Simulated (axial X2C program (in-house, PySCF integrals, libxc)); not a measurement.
# Bond lengths and stretching modes, held linear, of BCN⁺

Computed with an in-house all-electron X2C program for linear molecules (integrals from PySCF): two-component X2C with atomic mean-field Coulomb and Gaunt terms, Gaussian nuclei, basis B dyall-v3z, C dyall-v3z, N dyall-av3z with contracted cores. Spin-free rows use the one-electron spin-free X2C Hamiltonian.

Masses B 11.009, C 12.000, N 14.003 u. States: 2c Ω = 1/2 (beyond evenly filled blocks: ω = 1/2); spin-free M_S = 1/2, Λ = 0 (beyond evenly filled blocks: σα).

BHandHLYP, spin-free: energies above the lowest point

```json
{"r(B–C) (Å)": "1.4137", "r(C–N) (Å)": "1.1359", "E (meV)": "21.88"}
{"r(B–C) (Å)": "1.4137", "r(C–N) (Å)": "1.1650", "E (meV)": "27.99"}
{"r(B–C) (Å)": "1.4137", "r(C–N) (Å)": "1.1941", "E (meV)": "128.36"}
{"r(B–C) (Å)": "1.4500", "r(C–N) (Å)": "1.1359", "E (meV)": "0.00"}
{"r(B–C) (Å)": "1.4500", "r(C–N) (Å)": "1.1650", "E (meV)": "8.33"}
{"r(B–C) (Å)": "1.4500", "r(C–N) (Å)": "1.1941", "E (meV)": "110.94"}
{"r(B–C) (Å)": "1.4500", "r(C–N) (Å)": "1.2233", "E (meV)": "289.69"}
{"r(B–C) (Å)": "1.4862", "r(C–N) (Å)": "1.1359", "E (meV)": "28.13"}
{"r(B–C) (Å)": "1.4862", "r(C–N) (Å)": "1.1650", "E (meV)": "38.61"}
{"r(B–C) (Å)": "1.4862", "r(C–N) (Å)": "1.1941", "E (meV)": "143.37"}
{"r(B–C) (Å)": "1.5225", "r(C–N) (Å)": "1.1650", "E (meV)": "110.24"}
{"r(B–C) (Å)": "1.5225", "r(C–N) (Å)": "1.2233", "E (meV)": "400.51"}
```

Task: Fit a quadratic surface with cubic terms in each bond: where is the minimum, and what are the two stretching wavenumbers?

Result: At BHandHLYP, spin-free: bonds 1.446 and 1.148 Å; harmonic stretches 1114.8 and 2393.5 cm⁻¹; force constants 6.21, 19.9 and coupling 0.34 mdyn/Å.

The other levels and Hamiltonians give:

| Hamiltonian | level | r(B–C) (Å) | r(C–N) (Å) | lower stretch (cm⁻¹) | upper stretch (cm⁻¹) |
| --- | --- | --- | --- | --- | --- |
| 2c | PBE0 | 1.451 | 1.163 | 1091.5 | 2304.7 |
| 2c | BHandHLYP | 1.446 | 1.148 | 1114.8 | 2393.5 |
| spin-free | PBE0 | 1.451 | 1.163 | 1091.5 | 2304.7 |

Each state is one determinant, the lowest of a limited PBE0 search; the stretches come from a fit to these few points and carry an uncertainty of a few per cent. Other orders of the atoms were not compared. Left out for rough or failed fits: HF 2c, MP2 2c, HF spin-free, MP2 spin-free. The molecule was held linear; bending was not examined, so a bent shape may lie lower.
